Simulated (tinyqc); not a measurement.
Hueckel theory of the pi electrons, for the molecule c1cc[nH]c1 (SMILES; centres numbered as the heavy atoms are written), step by step. One step of it, computed by the program tinyqc.

Question. Orbitals. Diagonalise; E = alpha + x beta with beta < 0, so the largest x are filled first; degenerate levels share their electrons. P = sum n_i c_ri c_si; each orbital has its largest coefficient positive (the first on a tie).

Hueckel matrix in units of beta (H = alpha + beta A), lower triangle:
```
          1C        2C        3C        4N        5C
1C  0.000000
2C  1.000000  0.000000
3C  0.000000  1.000000  0.000000
4N  0.000000  0.000000  0.800000  1.500000
5C  1.000000  0.000000  0.000000  0.800000  0.000000
```

pi electrons, sum of z_r less the charge = 6

Give: x values; occupations; coefficients; charge and bond-order matrix P.

Answer.

x values: 2.3196  1.1887  0.6180  -1.0083  -1.6180

occupations: 2.0000  2.0000  2.0000  0.0000  0.0000

coefficients:
```
       MO1      MO2      MO3      MO4      MO5
1C  0.2873   0.5763  -0.3717  -0.2923   0.6015
2C  0.2873   0.5763   0.3717  -0.2923  -0.6015
3C  0.3791   0.1087   0.6015   0.5869   0.3717
4N  0.7400  -0.5588   0.0000  -0.3744   0.0000
5C  0.3791   0.1087  -0.6015   0.5869  -0.3717
```

charge and bond-order matrix P, lower triangle:
```
         1C       2C       3C      4N      5C
1C   1.1056
2C   0.5528   1.1056
3C  -0.1041   0.7903   1.0346
4N  -0.2188  -0.2188   0.4395  1.7196
5C   0.7903  -0.1041  -0.4126  0.4395  1.0346
```
